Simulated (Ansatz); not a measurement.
Input file:

```yaml
crystal:
  periodic: [false, false, false]
  atoms:
    - {symbol: B, position_ang: [0.000000, -0.114970, 1.145290]}
    - {symbol: Al, position_ang: [0.000000, 0.012624, -3.466945]}
    - {symbol: H, position_ang: [0.000000, 0.102345, 2.321655]}
basis:
  gaussian: {orbitals: 6-31G}
magnetization: {spin_polarized: false, initial_magnetization: 1}
correlation: {method: ccsdt_q, electrons: outside_noble_gas}
```

```sh
$ ansatz run in.yaml --threads 1 --pin off --events-out ev --progress --plain --max-ram 2393MiB
```

Log:

```
482 factors; integrals over basis functions are off by at most 1.6e-7 eV
mean field evaluation 1: about -7262.9420 eV, gradient 7.1e0 eV
mean field evaluation 2: about -7262.9404 eV, gradient 7.1e0 eV
mean field evaluation 4: about -7264.4786 eV, gradient 1.5e0 eV
mean field evaluation 8: about -7264.5148 eV, gradient 9.0e-2 eV
mean field evaluation 16: about -7262.9447 eV, gradient 7.1e0 eV
mean field evaluation 32: about -7264.5142 eV, gradient 9.2e-3 eV
mean field evaluation 64: about -7264.5142 eV, gradient 8.1e-6 eV
mean field evaluation 96: about -7264.5142 eV, gradient 2.9e-3 eV
mean field evaluation 128: about -7257.1015 eV, gradient 9.3e0 eV
mean field evaluation 160: about -7264.3384 eV, gradient 1.7e-3 eV
...
cycle  39  -2.47895212 eV  change   -3.5e-7 eV  update   2.5e-6
cycle  40  -2.47895257 eV  change   -4.4e-7 eV  update   2.8e-6
cycle  41  -2.47895312 eV  change   -5.5e-7 eV  update   1.7e-6
cycle  42  -2.47895293 eV  change    1.9e-7 eV  update   2.0e-6
cycle  43  -2.47895233 eV  change    6.0e-7 eV  update   1.7e-6
cycle  44  -2.47895203 eV  change    3.0e-7 eV  update   1.9e-6
cycle  45  -2.47895213 eV  change   -1.1e-7 eV  update   1.7e-6
cycle  46  -2.47895242 eV  change   -2.8e-7 eV  update   2.2e-6
cycle  47  -2.47895258 eV  change   -1.7e-7 eV  update   1.1e-6
cycle  48  -2.47895264 eV  change   -5.6e-8 eV  update   5.0e-7
perturbative correction -0.00125287 eV, -0.0000460420 hartree
Total energy: -7266.99444530 eV, -267.0571201192 hartree
```

For the same geometry and basis full CI lies 0.5 meV lower.

Ran on 1 thread of Arm Neoverse V2, shared host: 3.9 s wall, 0.09 GiB peak host memory.
